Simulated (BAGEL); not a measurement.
# P4 (SMILES P12P3P1P23) at HF/def2-SVPD (density fitting with qzvpp-jkfit)

What is the vertical singlet–triplet gap of P4 at HF/def2-SVPD (density fitting with qzvpp-jkfit)? 

The results are computed with BAGEL 1.2.2.

9 further runs of the same task are left out: 5 that didn't finish, 4 set aside as unsound or not needed. Runs told in other sessions of the task aren't counted.

## (1) The structure to begin with

P4: 4 atoms, total charge 0, spin state singlet. SMILES: `P12P3P1P23`. The coordinates come from a PBE0-D4/def2-TZVP relaxation.

Bond lengths: P1–P2 2.184 Å, P1–P3 2.184 Å, P2–P3 2.184 Å, P1–P4 2.184 Å, P2–P4 2.184 Å, P3–P4 2.184 Å. Some angles: P1–P2–P3 60.0°, P1–P2–P4 60.0°, P3–P2–P4 60.0°, P2–P1–P3 60.0°, P2–P1–P4 60.0°, P3–P1–P4 60.0°, P1–P3–P2 60.0°, P1–P3–P4 60.0°, P2–P3–P4 60.0°, P1–P4–P2 60.0°.

## (2) The energy at HF/def2-SVPD (density fitting with qzvpp-jkfit)

The input, calc.json:

```json
{ "bagel": [

{
  "title": "molecule",
  "basis": "def2-svpd.json",
  "df_basis": "qzvpp-jkfit",
  "angstrom": true,
  "geometry": [
    { "atom": "P", "xyz": [   -0.724800,   -0.100000,    1.119400 ] },
    { "atom": "P", "xyz": [    1.294900,    0.109800,    0.315700 ] },
    { "atom": "P", "xyz": [   -0.185000,   -1.091700,   -0.749800 ] },
    { "atom": "P", "xyz": [   -0.385100,    1.081900,   -0.685200 ] }
  ]
},
{
  "title": "hf"
},
{
  "title": "print",
  "file": "orbitals.molden",
  "orbitals": true
}

]}
```

The basis set def2-SVPD is read from a file made from the Basis Set Exchange's data (not shown).

Run with:

```bash
$ BAGEL_NUM_THREADS=1 BAGEL calc.json > calc.out
```

What it wrote:

```text
* using 1 threads per process

  ===============================================================
  ===============================================================

  *** Geometry ***

  { "atom" : "P", "xyz" : [     -1.369673,     -0.188973,      2.115359 ] },
  { "atom" : "P", "xyz" : [      2.447006,      0.207492,      0.596587 ] },
  { "atom" : "P", "xyz" : [     -0.349599,     -2.063014,     -1.416917 ] },
  { "atom" : "P", "xyz" : [     -0.727734,      2.044495,     -1.294840 ] },

  Number of auxiliary basis functions:      512

  Since a DF basis is specified, we compute 2- and 3-index integrals:
    o Being stored without compression. Storage requirement is 0.038 GB

  Number of basis functions:       96
  Number of electrons      :       60

    * METHOD: MOLECULE                             0.38

  *** RHF ***

  === Nuclear Repulsion ===
   327.1324241954

      * DIIS with orbital gradients will be used.

  === RHF iteration (def2-svpd.json) ===
      0      -1362.52243829          0.00672167           0.16
      1      -1362.55046480          0.00271160           0.15
      2      -1362.55657984          0.00098207           0.15
      3      -1362.55816678          0.00022016           0.15
      4      -1362.55827429          0.00003338           0.15
      5      -1362.55827588          0.00000337           0.15
      6      -1362.55827589          0.00000036           0.15
      7      -1362.55827590          0.00000009           0.15
      8      -1362.55827590          0.00000003           0.15
      9      -1362.55827590          0.00000001           0.15
     10      -1362.55827590          0.00000000           0.15
    * SCF iteration converged.

    * Permanent dipole moment:
           (    0.000014,     0.000007,     0.000006) a.u.

    * METHOD: HF                                   1.92

    * METHOD: PRINT                                0.03

  ===============================================================
```

Wall time 2.5 s (1 thread of Arm Neoverse N1, shared host); peak memory 0.15 GiB.

## (3) The triplet at the same level

The input, input.json:

```json
{ "bagel": [

{
  "title": "molecule",
  "basis": "def2-svpd.json",
  "df_basis": "qzvpp-jkfit",
  "angstrom": "true",
  "geometry": [
    { "atom": "P", "xyz": [      -0.724800,      -0.100000,       1.119400 ] },
    { "atom": "P", "xyz": [       1.294900,       0.109800,       0.315700 ] },
    { "atom": "P", "xyz": [      -0.185000,      -1.091700,      -0.749800 ] },
    { "atom": "P", "xyz": [      -0.385100,       1.081900,      -0.685200 ] }
  ]
},

{
  "title": "uhf",
  "nopen": 2
},

{
  "title": "print",
  "file": "orbitals.molden",
  "orbitals": "true"
}

]}
```

The basis set def2-SVPD is read from a file made from the Basis Set Exchange's data (not shown).

Run with:

```bash
$ BAGEL_NUM_THREADS=1 BAGEL input.json > input.out
```

What it wrote:

```text
* using 1 threads per process

  ===============================================================
  ===============================================================

  *** Geometry ***

  { "atom" : "P", "xyz" : [     -1.369673,     -0.188973,      2.115359 ] },
  { "atom" : "P", "xyz" : [      2.447006,      0.207492,      0.596587 ] },
  { "atom" : "P", "xyz" : [     -0.349599,     -2.063014,     -1.416917 ] },
  { "atom" : "P", "xyz" : [     -0.727734,      2.044495,     -1.294840 ] },

  Number of auxiliary basis functions:      512

  Since a DF basis is specified, we compute 2- and 3-index integrals:
    o Being stored without compression. Storage requirement is 0.038 GB

  Number of basis functions:       96
  Number of electrons      :       60

    * METHOD: MOLECULE                             0.38

  *** Open-shell HF ***

  === Nuclear Repulsion ===
   327.1324241954

      * DIIS with orbital gradients will be used.

  === UHF iteration (def2-svpd.json) ===
      0      -1362.31109056          0.01715256           0.31
      1      -1362.35998922          0.00784412           0.30
      2      -1362.37250431          0.00492677           0.30
      3      -1362.37733521          0.00120069           0.30
      4      -1362.37927449          0.00098322           0.30
      5      -1362.38097190          0.00070308           0.30
      6      -1362.38288732          0.00063710           0.30
      7      -1362.38407548          0.00057151           0.30
      8      -1362.38590941          0.00052303           0.30
      9      -1362.38725042          0.00047921           0.30
     10      -1362.38855720          0.00044609           0.30
     11      -1362.38988465          0.00046141           0.30
     12      -1362.39059931          0.00041165           0.30
     13      -1362.39227128          0.00031990           0.30
     14      -1362.39226825          0.00044233           0.30
     15      -1362.39339824          0.00023301           0.30
     16      -1362.39360358          0.00013927           0.30
     17      -1362.39364154          0.00014339           0.30
     18      -1362.39371108          0.00008466           0.30
     19      -1362.39372773          0.00006515           0.30
     20      -1362.39373815          0.00005486           0.30
     21      -1362.39375730          0.00003006           0.31
     22      -1362.39376139          0.00002160           0.31
     23      -1362.39376320          0.00001668           0.31
     24      -1362.39376492          0.00001094           0.31
     25      -1362.39376540          0.00000871           0.31
     26      -1362.39376568          0.00000696           0.31
     27      -1362.39376593          0.00000475           0.31
     28      -1362.39376602          0.00000375           0.31
     29      -1362.39376606          0.00000319           0.31
     30      -1362.39376609          0.00000264           0.31
     31      -1362.39376612          0.00000219           0.31
     32      -1362.39376613          0.00000176           0.31
     33      -1362.39376614          0.00000140           0.31
     34      -1362.39376615          0.00000114           0.31
     35      -1362.39376616          0.00000091           0.31
     36      -1362.39376616          0.00000066           0.31
     37      -1362.39376616          0.00000055           0.31
     38      -1362.39376616          0.00000045           0.31
     39      -1362.39376617          0.00000035           0.31
     40      -1362.39376617          0.00000028           0.31
     41      -1362.39376617          0.00000024           0.31
     42      -1362.39376617          0.00000020           0.31
     43      -1362.39376617          0.00000016           0.31
     44      -1362.39376617          0.00000013           0.31
     45      -1362.39376617          0.00000011           0.31
     46      -1362.39376617          0.00000007           0.31
     47      -1362.39376617          0.00000006           0.31
     48      -1362.39376617          0.00000004           0.31
     49      -1362.39376617          0.00000003           0.31
     50      -1362.39376617          0.00000002           0.31
     51      -1362.39376617          0.00000002           0.31
     52      -1362.39376617          0.00000001           0.31
     53      -1362.39376617          0.00000001           0.31
    * SCF iteration converged.

    * S^2 (UHF) is 2.0372

    * Permanent dipole moment:
           (    0.147315,     0.192939,    -0.059814) a.u.

    * METHOD: UHF                                 16.88

    * METHOD: PRINT                                0.03

  ===============================================================
```

It took 18 s on 1 thread of Arm Neoverse N1, shared host; peak memory 0.15 GiB.

## (4) Outcome

Level: HF/def2-SVPD (density fitting with qzvpp-jkfit).

| quantity | value |
| --- | --- |
| singlet: total energy | -1362.55828 Eh |
| singlet: dipole moment | 0.00 D |
| singlet: HOMO energy | -9.76 eV |
| singlet: LUMO energy | 2.41 eV |
| singlet: HOMO–LUMO gap | 12.17 eV |
| triplet: total energy | -1362.39377 Eh |
| triplet: dipole moment | 0.64 D |
| triplet: ⟨S²⟩ | 2.037 |
| vertical energy of the triplet above the singlet | 4.477 eV |

What this shows: At this shape the triplet lies 4.48 eV (103 kcal/mol) above the singlet.
